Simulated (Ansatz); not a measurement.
Ideal-gas functions of `[OH][Al][OH]` radical at 600 K and 1 bar, from an Ansatz frequency run at PBE0-D4/def2-TZVP.

Molar mass 61.0 g/mol, point group Cs (symmetry number 1), electronic degeneracy 2, moments of inertia 12.635, 76.381, 89.016 u Å². Harmonic wavenumbers (cm⁻¹, unscaled): 216, 296, 325, 598, 618, 770, 901, 3922, 3953.

Use S(trans) = R[1.5 ln M + 2.5 ln T − 1.1517]; rotational temperatures θ = 24.2544 K / I; S(rot) = R[ln(√π/σ · √(T³/θAθBθC)) + 1.5]; for each mode x = 1.438777 ν̃/T, S = R[x/(eˣ − 1) − ln(1 − e⁻ˣ)] and H = RT x/(eˣ − 1); 1 cm⁻¹ = 0.0119627 kJ/mol; R = 8.31446 J/(mol·K).

By hand: the entropy, in J/(mol·K).

Translation 174.7. Rotation: θ = 1.9196, 0.3175, 0.2725 K, giving 104.5. Vibration, mode by mode: 13.88, 11.34, 10.59, 6.00, 5.77, 4.30, 3.36, 0.01, 0.01, in all 55.2. Electronic 5.8. Sum 340.2 J/(mol·K).

By hand: H − E and G − E in kJ/mol, counted from the electronic energy.

Zero-point energy ½ × 11599 × 0.0119627 = 69.4; thermal vibration 18.1; translation, rotation and pV give 4 RT = 20.0. H − E = 107.5 kJ/mol, and G − E = 107.5 − 600 × 340.2/1000 = -96.6 kJ/mol.

Vibration gives 16 % of the entropy. The sum counts one conformer and one mirror image; others add a mixing term.
